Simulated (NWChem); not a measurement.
# One shape, several levels: [Si2PH6]− (SMILES [SiH3][P-][SiH3])

Aim: a comparison of 6 runs (HF/STO-3G, HF/3-21G, CAM-B3LYP/3-21G, B3LYP/6-31G*, PBE/def2-SVP) of [Si2PH6]−. 

The calculation is run with NWChem 7.3.0.

### Step 1. The molecule

[Si2PH6]−: 9 atoms, total charge -1, spin state singlet. SMILES: `[SiH3][P-][SiH3]`. Geometry: relaxed at GFN2-xTB.

Bond lengths: Si1–P2 2.158 Å, P2–Si3 2.158 Å, Si1–H4 1.479 Å, Si1–H5 1.469 Å, Si1–H6 1.479 Å, Si3–H7 1.469 Å, Si3–H8 1.479 Å, Si3–H9 1.478 Å. Some angles: Si1–P2–Si3 97.6°, P2–Si1–H4 116.3°, P2–Si1–H5 109.3°, P2–Si1–H6 116.3°, P2–Si3–H7 109.3°, P2–Si3–H8 116.3°, P2–Si3–H9 116.3°, H4–Si1–H5 105.5°, H4–Si1–H6 102.8°, H5–Si1–H6 105.5°.

### Step 2. Energy and gradient at HF/STO-3G (run 1)

File mymol.nw:

```
start mymol
title "H6PSi2"
memory 2200 mb
charge -1

geometry units angstroms noautosym nocenter noautoz
Si    -0.705700     1.123700    -0.940730
P      1.304400     0.393260    -0.653390
Si     0.861550    -1.076970     0.862470
H     -1.703470     0.133360    -1.398800
H     -0.698290     2.177330    -1.964810
H     -1.359260     1.725060     0.241300
H      2.103040    -1.755570     1.259060
H     -0.074300    -2.154790     0.476780
H      0.272030    -0.565380     2.118120
end

basis "ao basis" spherical bse
* library STO-3G
end

scf
thresh 1e-08
maxiter 80
end

task scf gradient
```

Started as:

```console
$ nwchem mymol.nw > mymol.out
```

The log of the run:

```text
[...]
  functions       =    33
[...]
  wavefunction    = RHF
[...]
         Total SCF energy =   -911.444660396618
      One-electron energy =  -1671.105423837712
      Two-electron energy =    565.228631099016
 Nuclear repulsion energy =    194.432132342078
        Time for solution =      2.6s
[...]
                         RHF ENERGY GRADIENTS
    atom               coordinates                        gradient
                 x          y          z           x          y          z
   1 Si     -1.333580   2.123485  -1.777722    0.004591   0.003847  -0.004664
   2 P       2.464959   0.743154  -1.234728   -0.004391  -0.001351   0.002284
   3 Si      1.628093  -2.035178   1.629832    0.007523  -0.000211  -0.001498
   4 H      -3.219092   0.252014  -2.643349   -0.008496  -0.019404  -0.004378
   5 H      -1.319577   4.114557  -3.712953    0.008251   0.012643  -0.014010
   6 H      -2.568629   3.259891   0.455991   -0.003189   0.005007   0.020772
   7 H       3.974169  -3.317546   2.379278    0.020221  -0.004063  -0.000229
   8 H      -0.140407  -4.071963   0.900984   -0.014952  -0.010409  -0.011702
   9 H       0.514062  -1.068413   4.002666   -0.009558   0.013941   0.013424
[...]
```

Wall time 4.2 s (1 thread of Intel Xeon Platinum 8259CL at 2.50GHz (Skylake/Cascade Lake), shared host); peak memory 0.098 GiB.

### Step 3. Energy and forces at HF/3-21G (run 2)

File h6psi2.nw:

```
start h6psi2
memory stack 880 mb heap 220 mb global 1100 mb
charge -1

geometry units angstrom noautosym nocenter noautoz
   Si      -0.705700       1.123700      -0.940730
   P        1.304400       0.393260      -0.653390
   Si       0.861550      -1.076970       0.862470
   H       -1.703470       0.133360      -1.398800
   H       -0.698290       2.177330      -1.964810
   H       -1.359260       1.725060       0.241300
   H        2.103040      -1.755570       1.259060
   H       -0.074300      -2.154790       0.476780
   H        0.272030      -0.565380       2.118120
end

basis spherical bse
   * library 3-21G
end

scf
   thresh 1e-08
   maxiter 80
end

task scf gradient
```

Started as:

```console
$ nwchem h6psi2.nw > h6psi2.out
```

The log of the run:

```text
[...]
  functions       =    51
[...]
  wavefunction    = RHF
[...]
         Total SCF energy =   -917.265379443534
      One-electron energy =  -1668.958366460105
      Two-electron energy =    557.260854674493
 Nuclear repulsion energy =    194.432132342078
        Time for solution =      3.7s
[...]
                         RHF ENERGY GRADIENTS
    atom               coordinates                        gradient
                 x          y          z           x          y          z
   1 Si     -1.333580   2.123485  -1.777722    0.016769  -0.008763   0.004983
   2 P       2.464959   0.743154  -1.234728   -0.040156  -0.012134   0.020204
   3 Si      1.628093  -2.035178   1.629832    0.000598   0.014010  -0.013763
   4 H      -3.219092   0.252014  -2.643349    0.009944   0.006694   0.004356
   5 H      -1.319577   4.114557  -3.712953    0.003146  -0.009838   0.008881
   6 H      -2.568629   3.259891   0.455991    0.007236  -0.005963  -0.008686
   7 H       3.974169  -3.317546   2.379278   -0.009476   0.007954  -0.005651
   8 H      -0.140407  -4.071963   0.900984    0.007311   0.010341   0.001389
   9 H       0.514062  -1.068413   4.002666    0.004628  -0.002302  -0.011713
[...]
```

Wall time 5.7 s (1 thread of Intel Xeon Platinum 8259CL at 2.50GHz (Skylake/Cascade Lake), shared host); peak memory 0.098 GiB.

Runs 3 to 5 aren't shown in full; the table further down has their settings and results.

### Step 4. Energy and gradient at PBE/def2-SVP (run 6)

File m1.nw:

```
START m1
memory total 2200 mb
charge -1

GEOMETRY noautosym nocenter noautoz
 Si      -0.705700       1.123700      -0.940730
 P        1.304400       0.393260      -0.653390
 Si       0.861550      -1.076970       0.862470
 H       -1.703470       0.133360      -1.398800
 H       -0.698290       2.177330      -1.964810
 H       -1.359260       1.725060       0.241300
 H        2.103040      -1.755570       1.259060
 H       -0.074300      -2.154790       0.476780
 H        0.272030      -0.565380       2.118120
END

BASIS "ao basis" spherical bse
 * library def2-SVP
END

DFT
 xc xpbe96 cpbe96
 grid xfine
 convergence energy 1e-08
 iterations 100
 mulliken
END

TASK dft gradient
```

Started as:

```console
$ nwchem m1.nw > m1.out
```

The log of the run:

```text
[...]
          Wavefunction type:  closed shell.
          No. of atoms     :     9
          No. of electrons :    50
[...]
          Charge           :    -1
          Spin multiplicity:     1
[...]
          AO basis - number of functions:    84
[...]
              XC Information
              --------------
          PerdewBurkeErnzerhof Exchange Functional  1.000
            Perdew 1991 LDA Correlation Functional  1.000 local
           PerdewBurkeErnz. Correlation Functional  1.000 non-local
[...]
 d= 0,ls=0.0,diis     1   -923.1039796908 -1.12D+03  2.26D-02  5.62D-01     6.9
[...]
 d= 0,ls=0.0,diis     8   -923.2109301376 -4.67D-09  6.23D-06  6.43D-08    42.6
         Total DFT energy =     -923.210930137558
      One electron energy =    -1675.121467885429
           Coulomb energy =      624.540443865616
    Exchange-Corr. energy =      -67.062038459824
 Nuclear repulsion energy =      194.432132342078
[...]
      Total Density - Mulliken Population Analysis
     ---------------------------------------------
    Atom       Charge   Shell Charges
 -----------   ------   -------------------------------------------------------
    1 Si  14    13.86   2.00  1.98  1.06  0.20  5.92  1.31  1.20  0.19
    2 P   15    15.51   2.00  1.98  1.17  0.65  5.92  1.50  2.24  0.05
    3 Si  14    13.86   2.00  1.98  1.06  0.20  5.92  1.31  1.20  0.19
    4 H    1     1.13   0.74  0.38  0.01
    5 H    1     1.12   0.74  0.37  0.01
    6 H    1     1.13   0.74  0.38  0.01
    7 H    1     1.12   0.74  0.37  0.01
    8 H    1     1.13   0.74  0.38  0.01
    9 H    1     1.13   0.74  0.38  0.01
[...]
  wavefunction    = closed shell
[...]
```

It took 53 s on 1 thread of Intel Xeon Platinum 8259CL at 2.50GHz (Skylake/Cascade Lake), shared host; peak memory 0.14 GiB.

### Step 5. Overview of the runs

```
run                               level  iteration cap  module  energy (Eh)  HOMO energy (eV)  LUMO energy (eV)  HOMO–LUMO gap (eV)  wall time
  1                           HF/STO-3G             80     scf  -911.444660              3.01             18.85               15.85      4.2 s
  2                            HF/3-21G             80     scf  -917.265379             -2.41              8.51               10.92      5.7 s
  3                     CAM-B3LYP/3-21G            100     dft  -919.112664                 –                 –                   –       44 s
  4  B3LYP/6-31G* (spherical functions)            100     dft  -923.980525              0.04              5.11                5.07       62 s
  5  B3LYP/6-31G* (Cartesian functions)            100     dft  -923.986483              0.05              5.11                5.07       54 s
  6                        PBE/def2-SVP            100     dft  -923.210930              0.76              4.67                3.91       53 s
```

### Step 6. Outcome

| quantity | value |
| --- | --- |
| run 6: total energy | -923.21093 Eh |
| run 6: HOMO energy | 0.76 eV |
| run 6: LUMO energy | 4.67 eV |
| run 6: HOMO–LUMO gap (to an unbound level, set by the basis) | 3.91 eV |
| run 6: largest force on an atom | 1.247 eV/Å |

Over runs 1, 2, 4, 5, 6 the HOMO–LUMO gap runs from 3.91 eV (PBE/def2-SVP) to 15.85 eV (HF/STO-3G). The two ends differ in method and basis. The empty levels of an anion lie above zero and hang on the basis. Totals of different functionals can't be ranked against each other. In runs 1, 4, 5, 6 the HOMO lies above zero, so the outermost electron may be held by the basis alone. In run 1 the basis is minimal, so the values are rough. All runs together took 3.7 min, the longest 62 s.
